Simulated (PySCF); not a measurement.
CHCl3, SMILES ClC(Cl)Cl. Atoms are numbered in the order given.

```xyz
5

Cl     1.4730    -0.8504    -0.0839
C      0.0000     0.0000     0.4540
Cl     0.0000     1.7009    -0.0839
Cl    -1.4730    -0.8504    -0.0839
H      0.0000     0.0000     1.5571
```

Geometry: PBE-D3(BJ)/def2-SVP.

Calculation: PBE/pcJ-1 (PySCF).

Isotropic couplings with Fermi-contact, spin-dipole and both spin-orbit terms, one fixed conformer, no vibrational averaging. Isotopes: 13C, 1H.

Computed spin–spin coupling constants:
```
pair   bonds apart  J (Hz)
-----  -----------  ------
C2–H5            1   212.4
```
